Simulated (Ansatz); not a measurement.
# CHBN (doublet): the correlation ladder, cc-pVDZ

Aim: climb from Hartree-Fock through coupled cluster and multireference methods for CHBN (doublet) at one geometry and basis, and see what each rung misses.

Computed with Ansatz 0.2.0, Gaussian basis. Level: cc-pVDZ, core rule «outside noble gas», up to 3 orbitals frozen.

To be run: UHF; CCSD(T) on ROHF; CCSD(T) on UHF; BCCD(T) on ROHF; CISD; CCSDT(Q) on ROHF; CCSDT(Q) on UHF; CASSCF and MRCISD+Q, 9 electrons in 9 orbitals; CASSCF and MRCISD+Q(relaxed), 9 electrons in 9 orbitals; CASSCF and NEVPT2, 9 electrons in 9 orbitals.

19 further runs of the same task are left out: 7 that didn't finish, 12 set aside as unsound or not needed.

## Step 1: The geometry

The geometry is a PBE0/def2-TZVP stationary point (not a proven minimum) of the parent state, kept for this charge and spin.

4 atoms, charge 0, spin multiplicity 2.

Atoms are counted from 1 here; the program's logs count them from 0.

Bond lengths: B1–N2 1.277 Å, B1–H4 1.169 Å, N2–C3 1.253 Å. Angles: N2–B1–H4 180.0°, B1–N2–C3 180.0°.

## Step 2: UHF

Input file in.yaml:

```yaml
crystal:
  periodic: [false, false, false]
  atoms:
    - {symbol: B, position_ang: [0.000000, 0.000000, 0.659600]}
    - {symbol: N, position_ang: [0.000000, 0.000000, -0.617700]}
    - {symbol: C, position_ang: [0.000000, 0.000000, -1.870800]}
    - {symbol: H, position_ang: [0.000000, 0.000000, 1.828900]}
basis:
  gaussian: {orbitals: cc-pVDZ}
magnetization: {spin_polarized: true, initial_magnetization: 1}
hamiltonian: {xc: hf}
output: {orbitals: {seedname: orbitals}}
```

The run is started by

```sh
ansatz run in.yaml --threads 1 --pin off --events-out ev --progress --plain --max-ram 2393MiB
```

The runs that follow: CCSD(T) on ROHF; CCSD(T) on UHF; BCCD(T) on ROHF; CISD; CCSDT(Q) on ROHF; CCSDT(Q) on UHF; CASSCF and MRCISD+Q, 9 electrons in 9 orbitals; CASSCF and MRCISD+Q(relaxed), 9 electrons in 9 orbitals; CASSCF and NEVPT2, 9 electrons in 9 orbitals.

**Question.** What will the summary of the whole plan be? Wanted: UCCSDT(Q) below the RHF energy; RMP2 from UCCSDT(Q); UMP2 from UCCSDT(Q); RCCSD from UCCSDT(Q); RCCSD(T) from UCCSDT(Q); UCCSD(T) from UCCSDT(Q); RCCSDT(Q) from UCCSDT(Q); MRCISD+Q frontier from UCCSDT(Q); MRCISD+Q(relaxed) frontier from UCCSDT(Q).

The runs gave:

| quantity | value |
| --- | --- |
| UCCSDT(Q) below the RHF energy | -10.1856 eV |
| RMP2 from UCCSDT(Q) | +26.17 kcal/mol |
| UMP2 from UCCSDT(Q) | +31.29 kcal/mol |
| RCCSD from UCCSDT(Q) | +10.99 kcal/mol |
| RCCSD(T) from UCCSDT(Q) | +1.39 kcal/mol |
| UCCSD(T) from UCCSDT(Q) | +1.59 kcal/mol |
| RCCSDT(Q) from UCCSDT(Q) | +0.10 kcal/mol |
| MRCISD+Q frontier from UCCSDT(Q) | +1.41 kcal/mol |
| MRCISD+Q(relaxed) frontier from UCCSDT(Q) | +0.67 kcal/mol |
| levels within 1 kcal/mol (43 meV) | RCCSDT, UCCSDT, RCCSDT(Q), MRCISD+Q(relaxed) frontier |
| T1 diagnostic | 0.031 |

**Reading.** RCCSD(T) misses by +1.39 kcal/mol, 0.6 % of the correlation energy. Of the multireference levels listed MRCISD+Q(relaxed) frontier comes nearest in total energy (+0.67 kcal/mol), which doesn't show that its space is the better one. These misses are within one basis, not against nature; the frozen cores of restricted and unrestricted runs differ, which can shift their rows.
